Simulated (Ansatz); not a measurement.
`CCCCC(C)CC` + `CCC` → `CCCCCCC` + `CCCC`  (formal exchange of groups at a C–C bond)

Calculated with Ansatz (gas phase, PBE0-D4/def2-TZVP geometries, no zero-point term in ΔE). CBS: MP2 limit from def2 TZ/QZ plus the TZ coupled-cluster correction, frozen cores. DFT in def2-TZVPP. B3LYP here is the variant with VWN-RPA as its local correlation; programs differ in this. One conformer a species, not always the lowest.

```json
{"level": "r2SCAN-D4", "ΔE (kcal/mol)": "0.2"}
{"level": "B3LYP-D4", "ΔE (kcal/mol)": "0.1"}
{"level": "B2PLYP", "ΔE (kcal/mol)": "-0.7"}
{"level": "revPBE", "ΔE (kcal/mol)": "-2.4"}
{"level": "BLYP", "ΔE (kcal/mol)": "-2.4"}
{"level": "PBE0", "ΔE (kcal/mol)": "-1.2"}
{"level": "CCSD(T)/def2-TZVPP", "ΔE (kcal/mol)": "0.8"}
{"level": "CCSD/CBS(def2)", "ΔE (kcal/mol)": "0.0"}
```

Q: What does CCSD(T)/CBS give? (Best estimate.)

A: The calculation gave: +0.6 kcal/mol. The listed levels differ from it by -0.4, -0.5, -1.3, -3.0, -3.0, -1.8, 0.2, -0.6 kcal/mol.

Largest T1 diagnostic among the species: 0.009.

Leaving LDA and LC-ωPBE aside and taking each functional with its dispersion term where it has one, the values, not all of them listed here, spread over 1.4 kcal/mol, from B2PLYP to revPBE-D4. LDA lies +2.4 kcal/mol from PBE without D4. In def2-TZVPP, CCSD(T) changes the Hartree–Fock value by +3.6 kcal/mol (the triples alone add +0.6 kcal/mol) and MP2 by +4.2 kcal/mol. The D4 term adds +2.1 kcal/mol with B3LYP and +1.2 kcal/mol with PBE0; it sums over pairs of atoms, weighted by their polarisabilities, and B3LYP, whose exchange is more repulsive, gets the larger term.
